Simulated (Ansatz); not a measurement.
System: HO2, charge 0, doublet. HO2 (SMILES [O]O, doublet).
B3LYP-D3(BJ)/def2-TZVP minimum from Ansatz (a program for electronic structure):
```
O
H 1 0.9780
O 1 1.3260 2 105.56
```
Charge 0, spin multiplicity 2.

Wanted: atomisation energy (electronic, to ground-state atoms), in kcal/mol. Radicals and triplets start from unrestricted determinants; spin-orbit coupling is neglected. CBS(X,Y): correlation extrapolated as X^-3, Hartree-Fock from the larger set (Q,5: extrapolated as (X+1)exp(-9√X)). A bracket is a step between two methods taken in the basis named. The functionals are non-relativistic, so their misses hold any scalar relativity. 'core' is core correlation in cc-pwCVTZ, 'X2C' scalar relativity in cc-pVTZ-DK, both at CCSD(T). Where a partner has so few electrons that a lower coupled-cluster level is exact, that level stands in.

CCSD(T)/CBS(cc-pVQZ,cc-pV5Z) + [CCSDT(Q) - CCSD(T)]/cc-pVTZ + [CCSDTQ - CCSDT(Q)]/cc-pVDZ + core + X2C (Ansatz) gives 175.4 kcal/mol.

Task: How far off this value is PBE/def2-TZVPD (Ansatz), in which direction, and which of these levels come nearer: B3LYP/def2-TZVPD, PBE0/def2-TZVPD, wB97M-V/def2-TZVPD, CCSD(T)/CBS(cc-pVQZ,cc-pV5Z) + core + X2C?

Result: PBE gives 194.3 kcal/mol, 18.9 kcal/mol above it. Differences of the others: B3LYP/def2-TZVPD (Ansatz) 1.4; PBE0/def2-TZVPD (Ansatz) -0.3; wB97M-V/def2-TZVPD (Ansatz) 1.5; CCSD(T)/CBS(cc-pVQZ,cc-pV5Z) + core + X2C (Ansatz) -0.5 kcal/mol. Nearer than PBE: B3LYP/def2-TZVPD, PBE0/def2-TZVPD, wB97M-V/def2-TZVPD, CCSD(T)/CBS(cc-pVQZ,cc-pV5Z) + core + X2C.
